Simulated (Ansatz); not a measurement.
hydrogen chloride (ClH), SMILES Cl.

Coordinates come from a B3LYP-D3(BJ)/def2-TZVPD optimisation.

Two levels are set side by side: PBE/def2-TZVPD (Ansatz, a first-principles code) and CAM-B3LYP/def2-TZVPD (Ansatz). Energy differences of separate SCF runs at the same geometry; the states with an electron removed or added have multiplicity 2 and 2. Differences are taken from unrounded values.

| quantity | PBE |
|---|---|
| vertical ionisation energy (eV) | 12.72 |
| vertical singlet–triplet gap (eV) | 7.07 |

Q: These are the PBE values. What does CAM-B3LYP give? (An estimate is asked for; the answer gives what the named calculation found.)

A: 
```csv
quantity,CAM-B3LYP,PBE minus CAM-B3LYP
vertical ionisation energy (eV),12.77,-0.05
vertical singlet–triplet gap (eV),7.19,-0.13
```

Here PBE gives about what the other level gives.
